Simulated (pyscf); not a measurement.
Thermochemistry of product channels of `[CH]#[C][CH3]` + `[Cl]` [doublet] on the doublet surface, in kcal/mol, from CCSD(T)/def2-TZVPP + ΔMP2(QZVPP) energies (ideal gas, 1 atm, RRHO with modes under 100 cm⁻¹ raised to 100, one conformer, R ln 2 for rigid chiral ones). Single points on ωB97X-D3(BJ)/def2-SVP structures (PySCF, gas phase). Correlated levels are frozen-core, on RHF or UHF. ΔMP2 is the change of the MP2 total energy from the triple- to the quadruple-zeta basis.

```
products                            ΔE  ΔH(298 K)  ΔG(298 K)  ΔG(600 K)
-------------------------------  -----  ---------  ---------  ---------
`[CH]=[C]([CH3])[Cl]` [doublet]  -17.3      -17.1       -9.7          …
`[CH3][C]=[CH][Cl]` [doublet]    -19.6      -19.2      -12.4       -5.4
`[CH2][CH]=[CH][Cl]` [doublet]       …      -40.2      -32.5          …
```

Q: What belongs in the gaps?

A: 
- `[CH]=[C]([CH3])[Cl]` [doublet], ΔG(600 K): -2.2
- `[CH2][CH]=[CH][Cl]` [doublet], ΔE: -40.3
- `[CH2][CH]=[CH][Cl]` [doublet], ΔG(600 K): -24.6

The channel to •HC=C(CH₃)–Cl turns unfavourable between 298 and 1200 K (ΔG from -9.7 kcal/mol to +12.6 kcal/mol). The channel to H₃C–C•=CH–Cl turns unfavourable between 298 and 1200 K (ΔG from -12.4 kcal/mol to +8.5 kcal/mol).

These are energies of the channels, which say nothing of barriers. The CCSD(T) − MP2 part came from Ansatz, without density fitting, on the same reference. A UHF reference is spin-contaminated (<S²> up to 0.97), which harms MP2 most. Left out: orbital degeneracy and the spin-orbit lowering of Cl.
